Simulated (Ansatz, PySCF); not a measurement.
Breaking a bond: HCl, singlet.

UMP2 = MP2 on UHF/def2-SVP, frozen core (Ansatz, a program for electronic structure); UKS-B3LYP/6-311+G** = unrestricted B3LYP/6-311+G**, spherical d in PySCF 2.14.0; RHF/LANL2DZ = restricted Hartree-Fock/LANL2DZ, with its core potentials past Ne in PySCF 2.14.0.

Total energies in hartree (comparable only within one method and basis):

```
R / Å        UMP2  UKS-B3LYP/6-311+G**  RHF/LANL2DZ
-----  ----------  -------------------  -----------
0.96   -459.96209           -460.71492    -15.15495
1.01   -460.00627           -460.75762    -15.19857
1.11   -460.05892           -460.80873    -15.25091
1.14   -460.06788           -460.81756    -15.25997
1.22   -460.08104           -460.83097    -15.27379
1.26   -460.08309           -460.83342    -15.27637
1.28   -460.08324           -460.83382    -15.27683
1.33   -460.08151           -460.83286    -15.27599
1.36   -460.07928           -460.83116    -15.27437
1.40   -460.07520           -460.82786    -15.27117
1.50   -460.06112           -460.81586    -15.25949
1.58   -460.04747           -460.80388    -15.24774
1.75   -460.01128           -460.77572    -15.21949
1.93   -459.96937           -460.74616    -15.18820
2.13   -459.94773           -460.71749    -15.15451
2.32   -459.93797           -460.69947    -15.12497
2.62   -459.93144           -460.68399    -15.08462
2.81   -459.92973           -460.67866    -15.06317
3.08   -459.92855           -460.67413    -15.03776
3.50   -459.92787           -460.67083    -15.00826
3.81   -459.92769           -460.66982    -14.99275
4.50   -459.92755           -460.66916    -14.97114
5.15   -459.92752           -460.66907    -14.96015
```

The unrestricted determinant behind UMP2 is spin-contaminated at 1.75 to 5.15 Å (<S²> up to 1.0, against 0.00 for a pure singlet). The unrestricted determinant behind UKS-B3LYP/6-311+G** is spin-contaminated at 2.13 to 5.15 Å (<S²> up to 1.0, against 0.00 for a pure singlet). The restricted form behind RHF/LANL2DZ keeps the bonding electrons paired and can't separate into open-shell fragments.
